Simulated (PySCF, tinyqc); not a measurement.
CCSD on RHF in the sto-3g basis, frozen core, for BH, spin multiplicity 1, step by step. The lowest restricted solution is unstable here: a spin-polarised one lies 0.0088 hartree lower (PySCF). One step of it, computed by the program tinyqc.

Question. CCSD: starting amplitudes. t_ij^ab = <ij||ab> / (e_i + e_j - e_a - e_b), whose energy is MP2.

orbital energies (hartree): [-7.347484, -0.540202, -0.248437, 0.267376, 0.267376, 0.602076]

Two-electron integrals over orbitals (pq|rs), unique and non-zero (hartree); the lowest 1 orbital is frozen and left out:
```
(22|22) 0.546771    (32|22) -0.065802   (32|32) 0.083739    (33|22) 0.424095
(33|32) 0.049787    (33|33) 0.539434    (42|42) 0.064371    (43|42) 0.044566
(43|43) 0.058335    (44|22) 0.456477    (44|32) 0.056490    (44|33) 0.492100
(44|44) 0.586773    (52|52) 0.064371    (53|52) 0.044566    (53|53) 0.058335
(54|54) 0.031630    (55|22) 0.456477    (55|32) 0.056490    (55|33) 0.492100
(55|44) 0.523513    (55|55) 0.586773    (62|22) -0.015260   (62|32) -0.051463
(62|33) -0.019519   (62|44) -0.093773   (62|55) -0.093773   (62|62) 0.117480
(63|22) -0.043795   (63|32) 0.072171    (63|33) 0.069402    (63|44) 0.053065
(63|55) 0.053065    (63|62) -0.058107   (63|63) 0.088469    (64|42) -0.034647
(64|43) -0.009474   (64|64) 0.030699    (65|52) -0.034647   (65|53) -0.009474
(65|65) 0.030699    (66|22) 0.550934    (66|32) -0.064155   (66|33) 0.456737
(66|44) 0.464717    (66|55) 0.464717    (66|62) 0.002876    (66|63) -0.041047
(66|66) 0.591728
```

Give: Starting amplitudes; correlation energy.

Answer.

Starting amplitudes (spin orbitals 1a, 1b, ...; amplitudes related by a flip of all spins are not repeated):
```
from      to        t
3a 3b  5a 5b  -0.0565
3a 3b  4a 4b  -0.0565
3a 3b  6a 6b  -0.0520
2a 2b  6a 6b  -0.0514
2a 2b  5a 5b  -0.0399
2a 2b  4a 4b  -0.0399
2a 3b  5a 5b  -0.0337
2a 3b  4a 4b  -0.0337
2a 3b  6a 6b   0.0292
```

correlation energy = -0.031763 hartree
